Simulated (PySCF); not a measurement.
Compound: C3H3NO.
Numbering: `[cH:1]1[cH:2][o:3][cH:4][n:5]1` (hydrogens: H6 on C1; H7 on C2; H8 on C4)

Method: CAM-B3LYP/def2-SVP geometry optimisation, gas phase in PySCF 2.14.0; density fitting, grid level 1; the optimiser is geomeTRIC in internal coordinates, started from a GFN2-xTB structure.

Step 0: E = -6687.9208 eV
```
atom  x, y, z in Å  |  force x, y, z in eV/Å
C1     -0.8332   -0.5312    0.2446    0.259   0.629  -0.231
C2     -0.6649    0.7445   -0.1926   -0.151  -0.514   0.185
O3      0.6569    0.9489   -0.3735    0.104   0.159  -0.062
C4      1.2278   -0.2119   -0.0379   -0.517  -0.496   0.212
N5      0.3938   -1.1230    0.3358    0.590  -0.197   0.015
H6     -1.7283   -1.0599    0.4965   -0.665  -0.247   0.139
H7     -1.3359    1.5513   -0.4015   -0.308   0.518  -0.147
H8      2.2929   -0.3092   -0.0962    0.688   0.150  -0.110
```

Question: Estimate the geometry and energy of step 1. (The exact step hangs on the optimiser's Hessian estimate; all steps are aligned on step 0, rigid shifts and turns removed.)

Answer: E = -6687.9521 eV, largest force 0.197 eV/Å
```
atom  x, y, z in Å  |  force x, y, z in eV/Å
C1     -0.8358   -0.5343    0.2462   -0.120  -0.127   0.047
C2     -0.6729    0.7365   -0.1893    0.081   0.148  -0.051
O3      0.6576    0.9392   -0.3705   -0.044  -0.030   0.013
C4      1.2317   -0.2290   -0.0326    0.132   0.137  -0.052
N5      0.4036   -1.1382    0.3402   -0.054  -0.057   0.024
H6     -1.7591   -1.0561    0.4976    0.068   0.026  -0.012
H7     -1.3347    1.5707   -0.4079    0.011  -0.060   0.016
H8      2.3187   -0.2793   -0.1084   -0.074  -0.036   0.016
```

The energy changes by -0.0313 eV. The first-order estimate −F·Δx gives -0.0717 eV and the mean of the old and new forces, exact on a quadratic surface, -0.0313 eV. The step makes an angle of 51° with the force vector and moves no atom by more than 0.041 Å.

What follows is the cost of the whole optimisation. Time: 11 s wall; peak memory 0.40 GiB. Hardware: one thread, Arm Neoverse V2 (aarch64), no GPU, shared host with 48 logical CPUs at a one-minute load of 30.
